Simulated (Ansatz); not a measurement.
Basis-set extrapolation for C$_{2}$H$_{3}$NS, SMILES `NC=C=S` (PBE0-D4/def2-TZVP geometry, frozen core, the Gaussian-basis code of Ansatz). Multiplicity 1, RHF reference.

```json
{"": "HF", "def2-TZVPP": "-529.460499", "def2-QZVPP": "-529.477543"}
{"": "MP2 correlation", "def2-TZVPP": "-0.688461", "def2-QZVPP": "-0.738138"}
{"": "CCSD(T) correlation", "def2-TZVPP": "-0.752353", "def2-QZVPP": "not run"}
```

Energies in hartree. Use E(X) = E(∞) + A·exp(−7.88·√X) for Hartree–Fock and E(X) = E(∞) + B·X^(−2.97) for correlation, with X = 3 and 4, and add CCSD(T) minus MP2 of the smaller set to the MP2 limit.

Q: What is the CCSD(T) energy at the basis-set limit?

A: HF limit: -529.477543 + (-0.017044) × 0.13774 = -529.47989. MP2 limit: -0.738138 + (-0.049677) × 0.74074 = -0.77494. Higher-order term: -0.752353 − (-0.688461) = -0.06389. Total: -530.31872 hartree, 278.0 kJ/mol below CCSD(T)/def2-TZVPP.
